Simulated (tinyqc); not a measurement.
Stretching all distances: RHF, UHF, MP2, CISD and CCSD against full CI in the sto-3g basis, for BH, spin multiplicity 1. Computed by the program tinyqc with PySCF. All coordinates are multiplied by the scale. c0^2 is the weight of the RHF determinant in the lowest singlet FCI state (UHF is spin-contaminated and may lie near states of higher spin) and n(LUMO) the first natural occupation beyond the occupied space.

Geometry (angstrom):
```
atom,x,y,z
B,0.0000,0.0000,0.0000
H,0.0000,0.0000,1.1200
```

Full CI energy (hartree) and errors against it (kcal/mol):
```
scale,distance 1-2 (angstrom),E(FCI),RHF,UHF,MP2,CISD,CCSD,<S^2> UHF,c0^2,n(LUMO)
0.8500,0.9520,-24.749869,31.8672,21.1269,16.0983,0.8139,0.1431,0.6221,0.9138,0.0818
1.0700,1.1984,-24.808954,35.1893,27.9853,17.1016,1.0715,0.1011,0.5317,0.9162,0.0736
1.2900,1.4448,-24.797238,41.4212,36.7109,19.6730,1.6368,0.0987,0.4471,0.9089,0.0685
1.5200,1.7024,-24.761618,51.3084,48.3160,24.2049,2.6509,0.1020,0.3706,0.8865,0.0990
1.9600,2.1952,-24.696980,79.9359,42.6023,37.9027,6.1204,0.0730,0.7967,0.7813,0.3144
2.1800,2.4416,-24.677747,97.6489,35.0156,45.6720,8.4052,0.0414,0.9071,0.7025,0.4658
```

Estimate the missing row, scale = 1.74.

Computed row:
```
scale   distance 1-2 (angstrom)      E(FCI)      RHF      UHF      MP2    CISD    CCSD  <S^2> UHF    c0^2  n(LUMO)
1.7400                   1.9488  -24.725769  64.1270  50.6666  30.3547  4.1291  0.0946     0.6695  0.8451   0.1870
```

UHF lies below RHF over the whole range. The weight c0^2 goes from 0.91 to 0.70 and n(LUMO) from 0.08 to 0.47: static correlation grows as the bonds break into open-shell fragments. The spread of the error along the curve, which distorts its shape, is CCSD 0.1, CISD 7.6, UHF 29.5, MP2 29.6, RHF 65.8 kcal/mol.
